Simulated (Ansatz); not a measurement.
Cost and result for the atomization energy of BH3NO (`N[B]O`) radical (6 atoms, 5 bonds).

The species carries charge 0 and has multiplicity 2. All single points use the PBE0-D4/def2-TZVP geometry. It is one conformer, not always the lowest. Program: Ansatz. All runs use 2 threads of a server CPU on a shared host. Times are those of one run each, without the atoms' runs, and a repeat can differ threefold. Electronic energies, without spin–orbit coupling; frozen cores. CCSD(T)/CBS adds CCSD(T) − MP2 in def2-TZVPP to the MP2 limit, and its time is that of the two runs behind it. T1 = 0.014; ⟨S²⟩ of the reference is 0.75. B3LYP takes the VWN-RPA correlation (the form of Gaussian; ORCA's B3LYP/G). HSE06 is the plane-wave form, built on full-range PBE exchange.

CCSD(T)/CBS is a level of theory with its own doubt, some kJ/mol a heavy atom from the limit and from the frozen cores, so smaller differences don't rank the functionals.

| level | functions | wall time |
| --- | --- | --- |
| LDA (SPW92)/def2-TZVPP | 135 | 0.75 s |
| PBE0-D4/def2-TZVPP | 135 | 1.6 s |
| CAM-B3LYP-D4/def2-TZVPP | 135 | 1.8 s |
| HSE06-D4/def2-TZVPP | 135 | 1.9 s |
| B3LYP-D4/def2-TZVPP (with forces) | 135 | 1.9 s |
| r2SCAN-D4/def2-TZVPP (with forces) | 135 | 2.3 s |
| CCSD(T)/def2-SVP | 57 | 2.4 s |
| r2SCANh-D4/def2-TZVPP | 135 | 2.5 s |
| B2PLYP/def2-TZVPP | 135 | 3.1 s |
| ωB97X-V/def2-TZVPP | 135 | 5.5 s |
| MP2/def2-QZVPP | 261 | 8 s |
| CCSD(T)/def2-TZVPP | 135 | 27 s |
| CCSD(T)/CBS(def2) | – | 35 s |

(1) What atomization energy does each give, and how far from CCSD(T)/CBS? (Estimate.)

Results:

(1) Ansatz gave: 
```json
{"level": "LDA (SPW92)/def2-TZVPP", "atomization (kJ/mol)": "2618.7", "difference from CCSD(T)/CBS": "383.6", "per bond": "76.7"}
{"level": "PBE0-D4/def2-TZVPP", "atomization (kJ/mol)": "2255.1", "difference from CCSD(T)/CBS": "20.0", "per bond": "4.0"}
{"level": "CAM-B3LYP-D4/def2-TZVPP", "atomization (kJ/mol)": "2274.5", "difference from CCSD(T)/CBS": "39.4", "per bond": "7.9"}
{"level": "HSE06-D4/def2-TZVPP", "atomization (kJ/mol)": "2257.6", "difference from CCSD(T)/CBS": "22.5", "per bond": "4.5"}
{"level": "B3LYP-D4/def2-TZVPP (with forces)", "atomization (kJ/mol)": "2261.4", "difference from CCSD(T)/CBS": "26.3", "per bond": "5.3"}
{"level": "r2SCAN-D4/def2-TZVPP (with forces)", "atomization (kJ/mol)": "2265.3", "difference from CCSD(T)/CBS": "30.2", "per bond": "6.0"}
{"level": "CCSD(T)/def2-SVP", "atomization (kJ/mol)": "2096.8", "difference from CCSD(T)/CBS": "-138.3", "per bond": "-27.7"}
{"level": "r2SCANh-D4/def2-TZVPP", "atomization (kJ/mol)": "2244.2", "difference from CCSD(T)/CBS": "9.1", "per bond": "1.8"}
{"level": "B2PLYP/def2-TZVPP", "atomization (kJ/mol)": "2234.1", "difference from CCSD(T)/CBS": "-1.0", "per bond": "-0.2"}
{"level": "ωB97X-V/def2-TZVPP", "atomization (kJ/mol)": "2243.4", "difference from CCSD(T)/CBS": "8.3", "per bond": "1.7"}
{"level": "MP2/def2-QZVPP", "atomization (kJ/mol)": "2271.1", "difference from CCSD(T)/CBS": "36.0", "per bond": "7.2"}
{"level": "CCSD(T)/def2-TZVPP", "atomization (kJ/mol)": "2165.7", "difference from CCSD(T)/CBS": "-69.4", "per bond": "-13.9"}
{"level": "CCSD(T)/CBS(def2)", "atomization (kJ/mol)": "2235.1", "difference from CCSD(T)/CBS": "0.0", "per bond": "0.0"}
```

From r2SCAN to r2SCAN0 (25 % exact exchange), in def2-TZVPP and without D4, the atomization energy moves by −52.0 kJ/mol: exact exchange takes away binding that semilocal exchange gives to molecules. In def2-TZVPP, CCSD(T) changes the Hartree–Fock value by +587.5 kJ/mol (the triples alone add +35.9 kJ/mol) and MP2 by +651.3 kJ/mol; breaking electron pairs costs correlation energy, which Hartree–Fock lacks. Leaving LDA and LC-ωPBE aside and taking each functional with its dispersion term where it has one, the values, not all of them listed here, spread over 152.4 kJ/mol, from BHLYP-D4 to PBE-D4. LDA lies +304.3 kJ/mol from PBE without D4, its usual overbinding.
